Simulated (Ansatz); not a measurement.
Energy needed to pull apart SiH₄O₂ (SMILES O[SiH2]O), singlet, into free ground-state atoms, from the structure below (displaced at random from a GFN2-xTB minimum); no zero-point or spin–orbit terms; open-shell atoms are treated unrestricted, in their ground-state multiplicity.

| atom | x (Å) | y (Å) | z (Å) |
| --- | --- | --- | --- |
| O1 | -1.3776 | -0.0745 | 0.2839 |
| Si2 | 0.0744 | 0.4959 | 0.1134 |
| O3 | 1.1653 | -0.7999 | -0.3602 |
| H4 | -1.8345 | -0.6257 | -0.5140 |
| H5 | 0.2408 | 1.0639 | -1.1915 |
| H6 | 0.3360 | 1.0923 | 1.2753 |
| H7 | 1.3591 | -1.4433 | 0.2999 |

Computed with Ansatz 0.2.0 (basis: def2-TZVPP); correlated methods freeze the cores.

```json
{"method": "PBE-D4", "atomization energy (kJ/mol)": "?"}
{"method": "r2SCAN-D4", "atomization energy (kJ/mol)": "2430"}
{"method": "B97M-V", "atomization energy (kJ/mol)": "2428"}
{"method": "PBE0-D4", "atomization energy (kJ/mol)": "2385"}
{"method": "CAM-B3LYP-D4", "atomization energy (kJ/mol)": "2446"}
{"method": "wB97M-V", "atomization energy (kJ/mol)": "2445"}
{"method": "HF", "atomization energy (kJ/mol)": "1703"}
{"method": "MP2", "atomization energy (kJ/mol)": "?"}
{"method": "CCSD", "atomization energy (kJ/mol)": "2342"}
{"method": "CCSD(T)", "atomization energy (kJ/mol)": "2376"}
```

Q: What does MP2 give? (An estimate is asked for; the value comes from the calculation.)

A: By the calculation: 2429 kJ/mol, which is about 53 kJ/mol more than CCSD(T)/def2-TZVPP.

Q: What does PBE-D4 give? (An estimate is asked for; the value comes from the calculation.)

A: Computed: 2441 kJ/mol, which is about 65 kJ/mol more than CCSD(T)/def2-TZVPP.

In triple zeta the MP2 and coupled-cluster atomization energies are still short of their basis limit by a few kcal/mol a bond, whereas those of the functionals are nearly converged, so these differences are not deviations from converged CCSD(T).

No T1 diagnostic of these runs exceeds 0.012.

For scale, one of the runs: CCSD(T)/def2-TZVPP forces, 160 basis functions (an equivalent command: `ansatz run in.yaml --threads 4`). Hardware: 4 CPU threads, shared host. Wall time 73 s; peak host memory 2.2 GiB.
